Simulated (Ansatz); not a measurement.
**How far each method lies from full CI for H₂B–P, triplet**

Geometry: that of the H2B–P, singlet, kept fixed. The singlet lies 0.4 eV lower here.

```xyz
4

B     0.0000    0.0000    1.1993
P     0.0000    0.0000   -0.5361
H     0.0000    1.0399    1.8053
H     0.0000   -1.0399    1.8053
```

Basis 6-31G; Ansatz 0.2.0. Only valence electrons are correlated (noble-gas cores frozen), which leaves 10 electrons in 20 orbitals. Prefix R: restricted or restricted open-shell reference; prefix U: unrestricted. Active spaces: valence = (10e, 10o) chosen from the atoms' valence shells.

Full CI is exact within this basis and frozen core; it isn't the basis-set limit. The frozen core follows each run's orbitals, which can shift R against U totals by a few meV.

For open shells CISD and CISDTQ are restricted-active-space CI with the open shells as a complete middle space.

```
UHF ⟨S²⟩                          : 2.009
T1 diagnostic (RCCSD)             : 0.0214
largest doubles amplitude (RCCSD) : 0.035
T1 diagnostic (UCCSD)             : 0.0189
```

```json
{"level": "RHF", "E − E(full CI) (mEh)": "105.30", "share of correlation (%)": "0.00", "wall time": "–"}
{"level": "UHF", "E − E(full CI) (mEh)": "102.51", "share of correlation (%)": "2.65", "wall time": "–"}
{"level": "RMP2", "E − E(full CI) (mEh)": "24.72", "share of correlation (%)": "76.52", "wall time": "–"}
{"level": "UMP2", "E − E(full CI) (mEh)": "24.60", "share of correlation (%)": "76.64", "wall time": "–"}
{"level": "CISD", "E − E(full CI) (mEh)": "6.90", "share of correlation (%)": "93.45", "wall time": "0.68 s"}
{"level": "RCCSD", "E − E(full CI) (mEh)": "2.67", "share of correlation (%)": "97.47", "wall time": "–"}
{"level": "UCCSD", "E − E(full CI) (mEh)": "2.64", "share of correlation (%)": "97.49", "wall time": "–"}
{"level": "RCCSD(T)", "E − E(full CI) (mEh)": "0.61", "share of correlation (%)": "99.42", "wall time": "0.55 s"}
{"level": "UCCSD(T)", "E − E(full CI) (mEh)": "0.62", "share of correlation (%)": "99.42", "wall time": "0.7 s"}
{"level": "BCCD(T)", "E − E(full CI) (mEh)": "0.63", "share of correlation (%)": "99.41", "wall time": "0.64 s"}
{"level": "RCCSDT", "E − E(full CI) (mEh)": "0.05", "share of correlation (%)": "99.95", "wall time": "–"}
{"level": "UCCSDT", "E − E(full CI) (mEh)": "0.04", "share of correlation (%)": "99.96", "wall time": "–"}
{"level": "CISDTQ", "E − E(full CI) (mEh)": "0.20", "share of correlation (%)": "99.81", "wall time": "16 s"}
{"level": "RCCSDT(Q)", "E − E(full CI) (mEh)": "0.01", "share of correlation (%)": "99.99", "wall time": "3.6 s"}
{"level": "UCCSDT(Q)", "E − E(full CI) (mEh)": "0.00", "share of correlation (%)": "100.00", "wall time": "2.9 s"}
{"level": "RCCSDTQ", "E − E(full CI) (mEh)": "0.00", "share of correlation (%)": "100.00", "wall time": "20 s (H100)"}
{"level": "UCCSDTQ", "E − E(full CI) (mEh)": "0.00", "share of correlation (%)": "100.00", "wall time": "25 s (H100)"}
{"level": "CASSCF (valence space)", "E − E(full CI) (mEh)": "43.24", "share of correlation (%)": "58.94", "wall time": "–"}
{"level": "NEVPT2 (valence space)", "E − E(full CI) (mEh)": "11.64", "share of correlation (%)": "88.95", "wall time": "3.6 s"}
{"level": "MRCISD (valence space)", "E − E(full CI) (mEh)": "1.55", "share of correlation (%)": "98.53", "wall time": "–"}
{"level": "MRCISD+Q (valence space)", "E − E(full CI) (mEh)": "0.44", "share of correlation (%)": "99.58", "wall time": "6 s"}
```

The correlation energy at full CI, counted from RHF, is -2.865 eV. That run took 34 s on 2 threads of AMD EPYC 7R13 with a shared H100 80 GB, shared host over 60,087,040 determinants.

Times hold each run's SCF and search for its determinant on a shared host, so for small cases they say little of a method's own cost; rows without a card ran on 1 thread of AMD EPYC 7R13.

The full-CI state has the irrep A2 of C2v, in the program's axes.

Natural occupations of full CI about the gap: 1.979 1.968 1.967 1.965 1.000 0.990 0.026 0.021 0.021 0.021; effectively unpaired electrons, Σ n²(2−n)², 2.02.
